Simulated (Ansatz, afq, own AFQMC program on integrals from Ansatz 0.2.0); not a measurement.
## H3O, doublet in cc-pVTZ, levels against CCSDT(Q)

```xyz
4

H    -2.0531    0.0498    0.0000
H    -1.1671    0.0498    0.0000
O     0.1759    0.0498    0.0000
H     0.4278   -0.8901    0.0000
```

Basis cc-pVTZ. Noble-gas cores (and the filled d shells of Ga–Kr and In–Xe) are frozen. Ansatz 0.2.0 and our own AFQMC program on the same integrals; the CISD trial comes from CCSD amplitudes, and released means the phaseless constraint is let go. Uncertainties: one standard error, sampling alone.

Determinant: UHF, the one that the program's search chose, which needn't be the lowest solution. The geometry is a point of a scan.

No full CI on the walks' own integrals is used here; CCSDT(Q) serves as the reference and is uncertain by about the last step of the cluster series.

Cautions: the released energies have errors that jump between times, so the bars are unsure, so no released level is given (meV from the phaseless value at times in 1/Eh: 0 ± 3 at 0.24, -7 ± 3 at 0.51, -7.9 ± 2.3 at 0.99, 12 ± 25 at 1.62, -14 ± 5 at 2.40), though the last usable value meets CCSDT(Q) within the noise.

The T1 diagnostic is 0.0287. The weight of the determinant in the CISD state is 0.909. The ⟨S²⟩ of the determinant is 0.793. The size of the correlated space is 9 electrons in 71 orbitals.

Reference: CCSDT(Q), correlation energy -7.662 eV.

```tsv
level	E − E(reference) (meV)	share of correlation (%)
HF	7662.3	0.00
MP2	833.4	89.12
CCSD	234.2	96.94
CCSD(T)	24.7	99.68
CCSDT	10.3	99.87
ph-AFQMC/CISD	11.8 ± 2.7	99.85
```

A walk keeps the symmetry of its determinant, which the program's search chose and which needn't be the lowest solution, so a lower state of the same spin and another symmetry isn't excluded.
